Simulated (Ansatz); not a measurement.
Input file:

```yaml
crystal:
  periodic: [false, false, false]
  atoms:
    - {symbol: B, position_ang: [0.000000, 0.000000, 0.000000]}
    - {symbol: Cl, position_ang: [0.000000, 0.000000, 1.333000]}
basis:
  gaussian: {orbitals: 6-31G}
magnetization: {spin_polarized: false, initial_magnetization: 2}
correlation: {method: fci, electrons: outside_noble_gas}
```

```sh
$ ansatz run in.yaml --threads 1 --pin off --events-out ev --progress --plain --max-ram 2393MiB
```

Log:

```
442 factors; integrals over basis functions are off by at most 4.2e-8 eV
mean field evaluation 1: about -13164.2392 eV, gradient 1.1e1 eV
mean field evaluation 2: about -13164.4635 eV, gradient 1.1e1 eV
mean field evaluation 4: about -13165.7925 eV, gradient 6.8e-1 eV
mean field evaluation 8: about -13165.8081 eV, gradient 5.6e-2 eV
mean field evaluation 16: about -13165.1831 eV, gradient 7.1e0 eV
mean field evaluation 32: about -13165.8083 eV, gradient 3.5e-6 eV
mean field -13165.80828126 eV, -483.8345302309 hartree, gradient 3.5e-6 eV, S^2 2.000000; 2 other end points of the search recorded, 0 dependent functions left out
6 core orbitals not correlated: weight in the atoms' cores, before any rotation towards them, 1.000 or more for the frozen orbitals, at most 0.000 for the correlated occupied ones
reference -13165.80828126 eV, -483.8345302309 hartree; 6, 4 occupied and 10, 12 virtual orbitals, 442 factors
state -13167.82099231 eV, -483.9084959977 hartree
Total energy: -13167.82099231 eV, -483.9084959977 hartree
```

Natural occupations: 1.9930 1.9846 1.9819 1.9686 0.9994 0.9959 0.0278 0.0121 0.0085 0.0078 0.0062 0.0058 0.0040 0.0031 0.0008 0.0006.

Ran on 1 thread of Arm Neoverse V1, shared host: 31 s wall, 0.54 GiB peak host memory.
